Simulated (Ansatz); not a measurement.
Relaxed structures of CH4OS, singlet (PBE0-D4/def2-TZVP; forces vanish, vibrations not checked; lower isomers may exist, and structures with a doubtful reference or unclear bonds are left out; Å). Program: Ansatz 0.2.0. Basis: def2-TZVPP. Cores are frozen in the correlated methods.

(1) Rank them by CCSD(T) energy, lowest first, and give each one's height above the lowest. Links in brackets join atoms within 1.22 times the sum of their covalent radii (1.1 for two metals). (Judge from chemistry; the value comes from the calculation.)
A.
CH₄OS ([CH3][OH][S])
```
7
angstrom
C -0.7390 0.4464 0.0005
O 0.5501 0.4428 0.6470
S 1.4415 -1.1632 0.4887
H -0.5320 0.3016 -1.0557
H -1.3391 -0.3797 0.3808
H -1.2036 1.4169 0.1829
H 0.4491 0.5550 1.6001
```
B.
a complex of CH₂O ([CH2][O]) + H₂S
```
7
angstrom
C -0.9648 0.5927 -0.2199
O -0.0276 1.3206 -0.0508
S 1.8808 -1.2789 1.1860
H -1.9235 0.9688 -0.6256
H -0.9133 -0.4863 0.0218
H 1.4988 -0.0483 0.7906
H 2.4908 -1.5298 0.0181
```
C.
CH₄OS ([CH3][O][SH])
```
7
angstrom
C -0.7035 0.3922 -0.0044
O 0.5351 0.3264 0.6836
S 1.3306 -1.1058 0.5266
H -0.5509 0.3730 -1.0888
H -1.3590 -0.4356 0.2801
H -1.1601 1.3413 0.2808
H 1.9076 -0.8914 -0.6779
```

No T1 diagnostic of these runs exceeds 0.014.

Answers

(1) Computed: B (0.00 kcal/mol), C (9.05 kcal/mol), A (42.21 kcal/mol). Heights count from the lowest.

For scale, one of the runs: CCSD(T)/def2-TZVPP, 160 basis functions, launched by `ansatz run in.yaml --threads 2 --pin off --events-out ev --progress --plain --max-ram 4352MiB`. The run took 20 s on 2 CPU threads of an Arm Neoverse V1 (shared host), with 1.2 GiB of host memory at its peak.
